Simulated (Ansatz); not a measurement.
The input, for Ansatz 0.2.0:

```yaml
crystal:
  periodic: [false, false, false]
  atoms:
    - {symbol: Si, position_ang: [0.000000, 0.000000, 0.000000]}
    - {symbol: O, position_ang: [0.000000, 0.000000, 1.346000]}
basis:
  gaussian: {orbitals: cc-pVTZ-DK, point_charges: [{charge: 0.50, position_ang: [4.036, -0.451, -0.909]}]}
total_charge: 1
magnetization: {spin_polarized: false, initial_magnetization: 3}
correlation: {method: ccsd, electrons: outside_noble_gas}
```

```sh
$ ansatz run in.yaml --threads 1 --pin off --events-out ev --progress --plain --max-ram 2393MiB
```

Output:

```
393 factors; integrals over basis functions are off by at most 1.4e-3 eV
mean field evaluation 1: about -9896.6602 eV, gradient 4.2e1 eV
mean field evaluation 2: about -9896.6769 eV, gradient 4.3e1 eV
mean field evaluation 4: about -9900.5420 eV, gradient 5.1e0 eV
mean field evaluation 8: about -9900.6624 eV, gradient 1.4e-1 eV
mean field evaluation 16: about -9900.9986 eV, gradient 2.6e-1 eV
mean field evaluation 32: about -9900.6314 eV, gradient 1.7e-1 eV
mean field evaluation 64: about -9901.0518 eV, gradient 1.4e-1 eV
mean field evaluation 96: about -9901.0391 eV, gradient 1.2e0 eV
mean field evaluation 128: about -9901.0508 eV, gradient 1.4e-1 eV
mean field evaluation 160: about -9901.0520 eV, gradient 1.0e-1 eV
...
mean field evaluation 704: about -9896.2734 eV, gradient 5.4e-1 eV
mean field evaluation 736: about -9900.9445 eV, gradient 1.3e-1 eV
mean field evaluation 768: about -9899.6690 eV, gradient 1.1e0 eV
mean field evaluation 800: about -9896.2717 eV, gradient 1.5e-1 eV
mean field -9901.05261597 eV, -363.8569724622 hartree, gradient 3.1e-6 eV, S^2 3.750000; 18 other end points of the search recorded, 0 dependent functions left out
mean field evaluation 832: about -9900.7964 eV, gradient 1.1e-2 eV
mean field evaluation 864: about -9901.1919 eV, gradient 5.3e-1 eV
mean field evaluation 896: about -9901.1084 eV, gradient 2.6e-1 eV
mean field evaluation 928: about -9901.0247 eV, gradient 1.5e0 eV
mean field evaluation 960: about -9901.1062 eV, gradient 1.2e-1 eV
determinant -9901.05261597 eV, -363.8569724622 hartree, with singles and doubles -9907.40501174 eV, -364.0904187013 hartree
determinant -9900.94454931 eV, -363.8530010857 hartree, with singles and doubles -9907.30356562 eV, -364.0866906251 hartree
determinant -9900.65896684 eV, -363.8425061238 hartree, with singles and doubles -9906.99575302 eV, -364.0753787205 hartree
determinant -9900.50493007 eV, -363.8368453770 hartree, with singles and doubles -9906.84565742 eV, -364.0698628092 hartree
determinant -9899.80284785 eV, -363.8110443312 hartree, with singles and doubles -9906.18095761 eV, -364.0454355416 hartree
determinant -9899.67271681 eV, -363.8062621035 hartree, with singles and doubles -9906.05670416 eV, -364.0408693115 hartree
determinant -9901.05261597 eV, -363.8569724622 hartree, with singles and doubles -9907.42932827 eV, -364.0913123172 hartree
determinant -9900.94454931 eV, -363.8530010857 hartree, with singles and doubles -9907.32860224 eV, -364.0876107036 hartree
determinant -9900.65896684 eV, -363.8425061238 hartree, with singles and doubles -9907.02172520 eV, -364.0763331806 hartree
6 core orbitals not correlated: weight in the atoms' cores, before any rotation towards them, 1.000 or more for the frozen orbitals, at most 0.000 for the correlated occupied ones
reference -9901.05261597 eV, -363.8569724622 hartree; 6, 3 occupied and 52, 55 virtual orbitals, 393 factors
second order -5.78906966 eV of doubles, -0.10013714 eV of singles
cycle   1  -6.37671312 eV  change   -8.1e-7 eV  update   3.6e-6
Total energy: -9907.42932909 eV, -364.0913123472 hartree
Relativity: scalar
```

Ran on 1 thread of Intel Xeon 6975P-C, shared host: 7.5 s wall, 0.2 GiB peak host memory.
